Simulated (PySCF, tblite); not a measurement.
Isomers of [CH6PSi]- (charge -1), one GFN2-xTB conformer each. Single-point energies are computed at PBE0/pcSseg-1 (PySCF, gas phase, no added dispersion term), electronic only.

| SMILES | GFN2-xTB relative energy (kJ/mol) |
| --- | --- |
| [SiH3]C[PH-] | 73.4 |
| C[SiH2][PH-] | 0.0 |

Conformers: `[SiH3:1][CH2:2][PH-:3]` (charge -1) with Si1–C2–P3–H -66°; `[CH3:1][SiH2:2][PH-:3]` (charge -1) with C1–Si2–P3–H 180°.

**Question.** What does PBE0/pcSseg-1 give for the same structures?

**Answer.** 
| SMILES | PBE0/pcSseg-1 E (Eh) | PBE0/pcSseg-1 (kJ/mol) | GFN2-xTB (kJ/mol) | point group |
| --- | --- | --- | --- | --- |
| C[SiH2][PH-] | -672.25011 | 0.0 | 0.0 | Cs |
| [SiH3]C[PH-] | -672.20549 | 117.1 | 73.4 | – |

Both levels put the same isomer lowest. 

**Question.** What happens when harmonic zero-point energies from GFN2-xTB frequencies are added?

**Answer.** 
| SMILES | ZPE (kJ/mol) | electronic (kJ/mol) | with ZPE (kJ/mol) |
| --- | --- | --- | --- |
| C[SiH2][PH-] | 160.0 | 0.0 | 0.0 |
| [SiH3]C[PH-] | 150.8 | 117.1 | 108.0 |

The zero-point energies span 9.2 kJ/mol. The order is unchanged.
